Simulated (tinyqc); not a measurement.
Inside a calculation (part 3 of 3). Method: UHF in the sto-3g basis, for CH3-, spin multiplicity 1. The basis has no diffuse functions, so it cannot describe the extra electron: this is an exercise in the method, not the real anion. Computed by tinyqc, a small Python program that keeps every step (integrals from PySCF). Command: `OMP_NUM_THREADS=1 python tinyqc.py 22163 22164 out.jsonl` (the two numbers bound the seeds that draw the settings). One thread of a shared host (Intel(R) Xeon(R) Processor @ 2.60GHz), about 0.2 s of CPU time with the checks.

Geometry (angstrom):
```
atom          x          y         z
C      0.000000   0.000000  0.012000
H      1.365000   0.000000  0.000000
H     -0.683000   1.182000  0.000000
H     -0.683000  -1.182000  0.000000
```

## Iteration 2: diagonalisation and new density

extrapolated F(alpha) (hartree), order 1C 1s, 1C 2s, 1C 2px, 1C 2py, 1C 2pz, 2H 1s, 3H 1s, 4H 1s:
```
[[-10.485359, -2.847606, -0.001213, 0.000003, 0.000920, -0.387824, -0.386982, -0.387004],
 [-2.847606, -0.913382, 0.000953, 0.003435, 0.000363, -0.354272, -0.348613, -0.348366],
 [-0.001213, 0.000953, 0.351311, 0.000358, -0.000262, -0.224553, 0.108068, 0.108138],
 [0.000003, 0.003435, 0.000358, 0.286162, 0.198912, -0.000102, -0.176139, 0.176010],
 [0.000920, 0.000363, -0.000262, 0.198912, 0.307442, 0.002716, -0.024756, 0.030096],
 [-0.387824, -0.354272, -0.224553, -0.000102, 0.002716, 0.011336, -0.065959, -0.066077],
 [-0.386982, -0.348613, 0.108068, -0.176139, -0.024756, -0.065959, 0.039928, -0.060953],
 [-0.387004, -0.348366, 0.108138, 0.176010, 0.030096, -0.066077, -0.060953, 0.037796]]
```

extrapolated F(beta) (hartree), order 1C 1s, 1C 2s, 1C 2px, 1C 2py, 1C 2pz, 2H 1s, 3H 1s, 4H 1s:
```
[[-10.485359, -2.847606, -0.001213, -0.000003, 0.000920, -0.387824, -0.387004, -0.386982],
 [-2.847606, -0.913382, 0.000953, -0.003435, 0.000363, -0.354272, -0.348366, -0.348613],
 [-0.001213, 0.000953, 0.351311, -0.000358, -0.000262, -0.224553, 0.108138, 0.108068],
 [-0.000003, -0.003435, -0.000358, 0.286162, -0.198912, 0.000102, -0.176010, 0.176139],
 [0.000920, 0.000363, -0.000262, -0.198912, 0.307442, 0.002716, 0.030096, -0.024756],
 [-0.387824, -0.354272, -0.224553, 0.000102, 0.002716, 0.011336, -0.066077, -0.065959],
 [-0.387004, -0.348366, 0.108138, -0.176010, 0.030096, -0.066077, 0.037796, -0.060953],
 [-0.386982, -0.348613, 0.108068, 0.176139, -0.024756, -0.065959, -0.060953, 0.039928]]
```

X, order 1C 1s, 1C 2s, 1C 2px, 1C 2py, 1C 2pz, 2H 1s, 3H 1s, 4H 1s:
```
[[1.026964, -0.149432, 0.000002, 0.000000, 0.000181, 0.020453, 0.020450, 0.020450],
 [-0.149432, 1.194625, -0.000013, 0.000000, -0.001533, -0.205954, -0.205903, -0.205903],
 [0.000002, -0.000013, 1.093306, 0.000000, 0.000000, -0.221445, 0.110768, 0.110768],
 [0.000000, 0.000000, 0.000000, 1.093201, 0.000000, 0.000000, -0.191688, 0.191688],
 [0.000181, -0.001533, 0.000000, 0.000000, 1.000014, 0.001861, 0.001860, 0.001860],
 [0.020453, -0.205954, -0.221445, 0.000000, 0.001861, 1.117981, -0.014022, -0.014022],
 [0.020450, -0.205903, 0.110768, -0.191688, 0.001860, -0.014022, 1.117931, -0.014009],
 [0.020450, -0.205903, 0.110768, 0.191688, 0.001860, -0.014022, -0.014009, 1.117931]]
```

Diagonalise F' = X^T F X, C = X C', fill 5 alpha and 5 beta electrons from the bottom; D(s) = C_occ C_occ^T. Each column has its largest component positive (the first on a tie).

F' = X^T F X (alpha) (hartree):
```
[[-10.247346, -1.592531, -0.001577, -0.000542, 0.001601, -0.012177, -0.011909, -0.012202],
 [-1.592531, -0.087847, 0.003318, 0.004334, -0.003334, -0.311846, -0.311879, -0.309638],
 [-0.001577, 0.003318, 0.587518, 0.000411, -0.000303, -0.399146, 0.197804, 0.197806],
 [-0.000542, 0.004334, 0.000411, 0.496912, 0.227961, -0.000590, -0.313061, 0.311829],
 [0.001601, -0.003334, -0.000303, 0.227961, 0.307483, 0.004036, -0.065222, 0.073121],
 [-0.012177, -0.311846, -0.399146, -0.000590, 0.004036, 0.270853, -0.023705, -0.023984],
 [-0.011909, -0.311879, 0.197804, -0.313061, -0.065222, -0.023705, 0.292268, -0.010876],
 [-0.012202, -0.309638, 0.197806, 0.311829, 0.073121, -0.023984, -0.010876, 0.289458]]
```

orbital energies (alpha) (hartree): [-10.492107, -0.330670, -0.067339, -0.060662, 0.230910, 0.732657, 0.942437, 0.954073]

coefficients C (alpha), order 1C 1s, 1C 2s, 1C 2px, 1C 2py, 1C 2pz, 2H 1s, 3H 1s, 4H 1s:
```
[[0.992676, -0.205860, 0.000240, 0.009267, -0.003883, -0.224381, -0.001684, 0.002202],
 [0.030221, 0.644204, -0.001987, -0.034472, 0.017623, 1.076585, 0.007289, -0.012858],
 [0.000098, 0.007176, 0.015585, 0.439876, -0.000024, 0.022106, 0.008333, 1.036606],
 [-0.000009, -0.003375, 0.517066, -0.019569, -0.257720, -0.000064, 0.966619, -0.007221],
 [-0.000129, -0.001214, -0.207616, 0.008402, 0.911554, -0.020955, 0.354241, -0.002815],
 [-0.005023, 0.296298, 0.025192, 0.604783, -0.007974, -0.606064, -0.007753, -0.721458],
 [-0.005038, 0.261031, 0.447958, -0.318615, 0.328854, -0.601984, -0.595931, 0.382082],
 [-0.005042, 0.263431, -0.465584, -0.286132, -0.343007, -0.601258, 0.596731, 0.372397]]
```

F' = X^T F X (beta) (hartree):
```
[[-10.247346, -1.592531, -0.001577, 0.000542, 0.001601, -0.012177, -0.012202, -0.011909],
 [-1.592531, -0.087847, 0.003318, -0.004334, -0.003334, -0.311846, -0.309638, -0.311879],
 [-0.001577, 0.003318, 0.587518, -0.000411, -0.000303, -0.399146, 0.197806, 0.197804],
 [0.000542, -0.004334, -0.000411, 0.496912, -0.227961, 0.000590, -0.311829, 0.313061],
 [0.001601, -0.003334, -0.000303, -0.227961, 0.307483, 0.004036, 0.073121, -0.065222],
 [-0.012177, -0.311846, -0.399146, 0.000590, 0.004036, 0.270853, -0.023984, -0.023705],
 [-0.012202, -0.309638, 0.197806, -0.311829, 0.073121, -0.023984, 0.289458, -0.010876],
 [-0.011909, -0.311879, 0.197804, 0.313061, -0.065222, -0.023705, -0.010876, 0.292268]]
```

orbital energies (beta) (hartree): [-10.492107, -0.330670, -0.067339, -0.060662, 0.230910, 0.732657, 0.942437, 0.954073]

coefficients C (beta), order 1C 1s, 1C 2s, 1C 2px, 1C 2py, 1C 2pz, 2H 1s, 3H 1s, 4H 1s:
```
[[0.992676, -0.205860, -0.000240, 0.009267, -0.003883, -0.224381, 0.001684, 0.002202],
 [0.030221, 0.644204, 0.001987, -0.034472, 0.017623, 1.076585, -0.007289, -0.012858],
 [0.000098, 0.007176, -0.015585, 0.439876, -0.000024, 0.022106, -0.008333, 1.036606],
 [0.000009, 0.003375, 0.517066, 0.019569, 0.257720, 0.000064, 0.966619, 0.007221],
 [-0.000129, -0.001214, 0.207616, 0.008402, 0.911554, -0.020955, -0.354241, -0.002815],
 [-0.005023, 0.296298, -0.025192, 0.604783, -0.007974, -0.606064, 0.007753, -0.721458],
 [-0.005042, 0.263431, 0.465584, -0.286132, -0.343007, -0.601258, -0.596731, 0.372397],
 [-0.005038, 0.261031, -0.447958, -0.318615, 0.328854, -0.601984, 0.595931, 0.382082]]
```

D(alpha) after iteration 2, order 1C 1s, 1C 2s, 1C 2px, 1C 2py, 1C 2pz, 2H 1s, 3H 1s, 4H 1s:
```
[[1.027886, -0.103004, 0.002700, 0.001629, -0.003389, -0.060341, -0.062859, -0.060666],
 [-0.103004, 0.417416, -0.010569, -0.007069, 0.015401, 0.169686, 0.183894, 0.174295],
 [0.002700, -0.010569, 0.193785, -0.000568, 0.000430, 0.268548, -0.131305, -0.131220],
 [0.001629, -0.007069, -0.000568, 0.334172, -0.342438, 0.002246, 0.152226, -0.147628],
 [-0.003389, 0.015401, 0.000430, -0.342438, 0.874107, -0.007776, 0.203772, -0.218730],
 [-0.060341, 0.169686, 0.268548, 0.002246, -0.007776, 0.454278, -0.106662, -0.103962],
 [-0.062859, 0.183894, -0.131305, 0.152226, 0.203772, -0.106662, 0.478490, -0.161407],
 [-0.060666, 0.174295, -0.131220, -0.147628, -0.218730, -0.103962, -0.161407, 0.485716]]
```

D(beta) after iteration 2, order 1C 1s, 1C 2s, 1C 2px, 1C 2py, 1C 2pz, 2H 1s, 3H 1s, 4H 1s:
```
[[1.027886, -0.103004, 0.002700, -0.001629, -0.003389, -0.060341, -0.060666, -0.062859],
 [-0.103004, 0.417416, -0.010569, 0.007069, 0.015401, 0.169686, 0.174295, 0.183894],
 [0.002700, -0.010569, 0.193785, 0.000568, 0.000430, 0.268548, -0.131220, -0.131305],
 [-0.001629, 0.007069, 0.000568, 0.334172, 0.342438, -0.002246, 0.147628, -0.152226],
 [-0.003389, 0.015401, 0.000430, 0.342438, 0.874107, -0.007776, -0.218730, 0.203772],
 [-0.060341, 0.169686, 0.268548, -0.002246, -0.007776, 0.454278, -0.103962, -0.106662],
 [-0.060666, 0.174295, -0.131220, 0.147628, -0.218730, -0.103962, 0.485716, -0.161407],
 [-0.062859, 0.183894, -0.131305, -0.152226, 0.203772, -0.106662, -0.161407, 0.478490]]
```

## Iteration 12 (converged): orbitals

converged F(alpha) (hartree), order 1C 1s, 1C 2s, 1C 2px, 1C 2py, 1C 2pz, 2H 1s, 3H 1s, 4H 1s:
```
[[-10.441176, -2.832357, -0.000001, 0.000000, 0.001129, -0.385954, -0.385832, -0.385832],
 [-2.832357, -0.921235, -0.000019, 0.000000, 0.000195, -0.352743, -0.352654, -0.352654],
 [-0.000001, -0.000019, 0.393989, 0.000000, -0.000002, -0.215471, 0.107764, 0.107764],
 [0.000000, 0.000000, 0.000000, 0.394136, 0.000000, 0.000000, -0.186554, 0.186554],
 [0.001129, 0.000195, -0.000002, 0.000000, 0.202426, 0.003214, 0.003212, 0.003212],
 [-0.385954, -0.352743, -0.215471, 0.000000, 0.003214, 0.025050, -0.059222, -0.059222],
 [-0.385832, -0.352654, 0.107764, -0.186554, 0.003212, -0.059222, 0.025151, -0.059260],
 [-0.385832, -0.352654, 0.107764, 0.186554, 0.003212, -0.059222, -0.059260, 0.025151]]
```

converged F(beta) (hartree), order 1C 1s, 1C 2s, 1C 2px, 1C 2py, 1C 2pz, 2H 1s, 3H 1s, 4H 1s:
```
[[-10.441176, -2.832357, -0.000001, 0.000000, 0.001129, -0.385954, -0.385832, -0.385832],
 [-2.832357, -0.921235, -0.000019, 0.000000, 0.000195, -0.352743, -0.352654, -0.352654],
 [-0.000001, -0.000019, 0.393989, 0.000000, -0.000002, -0.215471, 0.107764, 0.107764],
 [0.000000, 0.000000, 0.000000, 0.394136, 0.000000, 0.000000, -0.186554, 0.186554],
 [0.001129, 0.000195, -0.000002, 0.000000, 0.202426, 0.003214, 0.003212, 0.003212],
 [-0.385954, -0.352743, -0.215471, 0.000000, 0.003214, 0.025050, -0.059222, -0.059222],
 [-0.385832, -0.352654, 0.107764, -0.186554, 0.003212, -0.059222, 0.025151, -0.059260],
 [-0.385832, -0.352654, 0.107764, 0.186554, 0.003212, -0.059222, -0.059260, 0.025151]]
```

As before.

F' = X^T F X (alpha) (hartree):
```
[[-10.205378, -1.580208, 0.000010, 0.000000, 0.001848, -0.012608, -0.012582, -0.012582],
 [-1.580208, -0.099191, -0.000043, 0.000000, -0.003736, -0.313278, -0.313208, -0.313208],
 [0.000010, -0.000043, 0.633681, 0.000000, -0.000002, -0.399036, 0.199587, 0.199587],
 [0.000000, 0.000000, 0.000000, 0.633603, 0.000000, 0.000000, -0.345467, 0.345467],
 [0.001848, -0.003736, -0.000002, 0.000000, 0.202470, 0.004413, 0.004410, 0.004410],
 [-0.012608, -0.313278, -0.399036, 0.000000, 0.004413, 0.283946, -0.015116, -0.015116],
 [-0.012582, -0.313208, 0.199587, -0.345467, 0.004410, -0.015116, 0.283954, -0.015079],
 [-0.012582, -0.313208, 0.199587, 0.345467, 0.004410, -0.015116, -0.015079, 0.283954]]
```

orbital energies (alpha) (hartree): [-10.447701, -0.337534, -0.050235, -0.050092, 0.202349, 0.734532, 0.982728, 0.982993]

coefficients C (alpha), order 1C 1s, 1C 2s, 1C 2px, 1C 2py, 1C 2pz, 2H 1s, 3H 1s, 4H 1s:
```
[[0.992785, -0.208137, 0.000004, 0.000000, -0.003998, -0.221995, 0.000000, 0.000049],
 [0.029755, 0.655756, -0.000021, 0.000000, 0.017833, 1.070257, 0.000000, -0.000221],
 [0.000000, 0.000032, 0.415012, -0.000177, 0.000003, 0.000170, 0.000138, 1.047216],
 [0.000000, 0.000000, 0.000177, 0.415030, 0.000000, 0.000000, 1.047056, -0.000138],
 [-0.000147, -0.002972, 0.000001, 0.000000, 0.999834, -0.019077, 0.000000, 0.000000],
 [-0.004872, 0.267468, 0.623139, -0.000266, -0.006564, -0.606257, -0.000094, -0.717424],
 [-0.004871, 0.267350, -0.311424, 0.539904, -0.006557, -0.605865, -0.621271, 0.359057],
 [-0.004871, 0.267350, -0.311883, -0.539639, -0.006558, -0.605864, 0.621365, 0.358893]]
```

F' = X^T F X (beta) (hartree):
```
[[-10.205378, -1.580208, 0.000010, 0.000000, 0.001848, -0.012608, -0.012582, -0.012582],
 [-1.580208, -0.099191, -0.000043, 0.000000, -0.003736, -0.313278, -0.313208, -0.313208],
 [0.000010, -0.000043, 0.633681, 0.000000, -0.000002, -0.399036, 0.199587, 0.199587],
 [0.000000, 0.000000, 0.000000, 0.633603, 0.000000, 0.000000, -0.345467, 0.345467],
 [0.001848, -0.003736, -0.000002, 0.000000, 0.202470, 0.004413, 0.004410, 0.004410],
 [-0.012608, -0.313278, -0.399036, 0.000000, 0.004413, 0.283946, -0.015116, -0.015116],
 [-0.012582, -0.313208, 0.199587, -0.345467, 0.004410, -0.015116, 0.283954, -0.015079],
 [-0.012582, -0.313208, 0.199587, 0.345467, 0.004410, -0.015116, -0.015079, 0.283954]]
```

orbital energies (beta) (hartree): [-10.447701, -0.337534, -0.050235, -0.050092, 0.202349, 0.734532, 0.982728, 0.982993]

coefficients C (beta), order 1C 1s, 1C 2s, 1C 2px, 1C 2py, 1C 2pz, 2H 1s, 3H 1s, 4H 1s:
```
[[0.992785, -0.208137, 0.000004, 0.000000, -0.003998, -0.221995, 0.000000, 0.000049],
 [0.029755, 0.655756, -0.000021, 0.000000, 0.017833, 1.070257, 0.000000, -0.000221],
 [0.000000, 0.000032, 0.415012, -0.000177, 0.000003, 0.000170, -0.000138, 1.047216],
 [0.000000, 0.000000, -0.000177, -0.415030, 0.000000, 0.000000, 1.047056, 0.000138],
 [-0.000147, -0.002972, 0.000001, 0.000000, 0.999834, -0.019077, 0.000000, 0.000000],
 [-0.004872, 0.267468, 0.623139, -0.000266, -0.006564, -0.606257, 0.000094, -0.717424],
 [-0.004871, 0.267350, -0.311883, -0.539639, -0.006558, -0.605864, -0.621365, 0.358893],
 [-0.004871, 0.267350, -0.311424, 0.539904, -0.006557, -0.605865, 0.621271, 0.359057]]
```

D(alpha) after iteration 12, order 1C 1s, 1C 2s, 1C 2px, 1C 2py, 1C 2pz, 2H 1s, 3H 1s, 4H 1s:
```
[[1.028958, -0.107018, -0.000005, 0.000000, -0.003525, -0.060478, -0.060457, -0.060457],
 [-0.107018, 0.431219, 0.000013, 0.000000, 0.015877, 0.175119, 0.175061, 0.175061],
 [-0.000005, 0.000013, 0.172235, 0.000000, 0.000004, 0.258619, -0.129331, -0.129331],
 [0.000000, 0.000000, 0.000000, 0.172250, -0.000001, 0.000000, 0.224021, -0.224021],
 [-0.003525, 0.015877, 0.000004, -0.000001, 0.999676, -0.007357, -0.007350, -0.007351],
 [-0.060478, 0.175119, 0.258619, 0.000000, -0.007357, 0.459908, -0.122629, -0.122629],
 [-0.060457, 0.175061, -0.129331, 0.224021, -0.007350, -0.122629, 0.460023, -0.122682],
 [-0.060457, 0.175061, -0.129331, -0.224021, -0.007351, -0.122629, -0.122682, 0.460024]]
```

D(beta) after iteration 12, order 1C 1s, 1C 2s, 1C 2px, 1C 2py, 1C 2pz, 2H 1s, 3H 1s, 4H 1s:
```
[[1.028958, -0.107018, -0.000005, 0.000000, -0.003525, -0.060478, -0.060457, -0.060457],
 [-0.107018, 0.431219, 0.000013, 0.000000, 0.015877, 0.175119, 0.175061, 0.175061],
 [-0.000005, 0.000013, 0.172235, 0.000000, 0.000004, 0.258619, -0.129331, -0.129331],
 [0.000000, 0.000000, 0.000000, 0.172250, 0.000001, 0.000000, 0.224021, -0.224021],
 [-0.003525, 0.015877, 0.000004, 0.000001, 0.999676, -0.007357, -0.007351, -0.007350],
 [-0.060478, 0.175119, 0.258619, 0.000000, -0.007357, 0.459908, -0.122629, -0.122629],
 [-0.060457, 0.175061, -0.129331, 0.224021, -0.007351, -0.122629, 0.460024, -0.122682],
 [-0.060457, 0.175061, -0.129331, -0.224021, -0.007350, -0.122629, -0.122682, 0.460023]]
```

## Convergence

Stop when the energy changes by less than 1e-09 hartree and every element of the error matrix X^T (F D S - S D F) X (for each spin) is below 9e-06.

Course of the cycle:
```
iteration   E (hartree)     change  largest element of the error matrix
1          -37.89218671          -                             3.13e-01
2          -38.51481709  -6.23e-01                             1.01e-01
3          -38.59598682  -8.12e-02                             7.00e-02
4          -38.63908872  -4.31e-02                             3.53e-02
5          -38.65447955  -1.54e-02                             1.08e-02
6          -38.65632629  -1.85e-03                             9.71e-04
7          -38.65634292  -1.66e-05                             1.27e-04
8          -38.65634323  -3.12e-07                             1.02e-04
9          -38.65634342  -1.87e-07                             6.57e-05
10         -38.65634351  -9.37e-08                             1.16e-05
11         -38.65634352  -4.16e-09                             1.91e-06
12         -38.65634352  -8.43e-11                             6.83e-07
```

PySCF UHF in the same basis, after a stability check = -38.65634352 hartree

Converged in 12 iterations.

## Populations, bond orders and dipole

overlap S, order 1C 1s, 1C 2s, 1C 2px, 1C 2py, 1C 2pz, 2H 1s, 3H 1s, 4H 1s:
```
[[1.000000, 0.248362, 0.000000, 0.000000, 0.000000, 0.033077, 0.033067, 0.033067],
 [0.248362, 1.000000, 0.000000, 0.000000, 0.000000, 0.345762, 0.345695, 0.345695],
 [0.000000, 0.000000, 1.000000, 0.000000, 0.000000, 0.363673, -0.181923, -0.181923],
 [0.000000, 0.000000, 0.000000, 1.000000, 0.000000, 0.000000, 0.314836, -0.314836],
 [0.000000, 0.000000, 0.000000, 0.000000, 1.000000, -0.003197, -0.003196, -0.003196],
 [0.033077, 0.345762, 0.363673, 0.000000, -0.003197, 1.000000, 0.063556, 0.063556],
 [0.033067, 0.345695, -0.181923, 0.314836, -0.003196, 0.063556, 1.000000, 0.063628],
 [0.033067, 0.345695, -0.181923, -0.314836, -0.003196, 0.063556, 0.063628, 1.000000]]
```

Mulliken: Z minus the diagonal of D S on the atom; Loewdin: the same with S^(1/2) D S^(1/2); Mayer order: 2 sum_s sum (D(s) S)_ij (D(s) S)_ji over the two atoms.

Charges (e):
```
atom   Mulliken    Loewdin  Mulliken spin
1C    -0.418012  -0.456972              0
2H    -0.193891  -0.180906              0
3H    -0.194049  -0.181061      -5.46e-07
4H    -0.194049  -0.181061       5.46e-07
```

Mayer bond orders:
```
pair     order
2-1   0.898067
3-1   0.898016
3-2   0.032170
4-1   0.898016
4-2   0.032170
4-3   0.032159
```

dipole moment about the origin, x y z (debye): [0.001828, 0.000000, -0.100286]

<S^2> of the determinant (pure state: 0) = 0
